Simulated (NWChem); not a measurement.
# Correlation energy of NO

```
N
O 1 1.1424
```
Charge 0, spin multiplicity 2.

Everything below was run with NWChem. Structure: optimised with UPBE0/def2-SVP, a minimum by its harmonic frequencies.

Basis set: 6-311G**. Each correlation energy counts from its own Hartree-Fock reference.

The correlated methods keep 2 core orbitals frozen. The Pople sets run with spherical d functions. The structure started from a generated list of species. The unpaired electrons of the parent sit in orbitals of symmetry b2 (C2v labels of the run); other states weren't searched. The stability of the SCF solutions was not checked. Open-shell Hartree-Fock references start from PBE0 orbitals. No row is a measurement; the coupled-cluster row has its own basis-set and correlation limits.

**Question.** One of these methods gave a correlation energy of -337.5 mHa. Which?
(A) UMP2
(B) CCSD[T] on UHF
(C) SCS-UMP2
(D) CCSD on UHF

**Answer.** A, UMP2. The others give -325.2 (SCS-UMP2), -344.5 (CCSD on UHF), -360.0 (CCSD[T] on UHF).
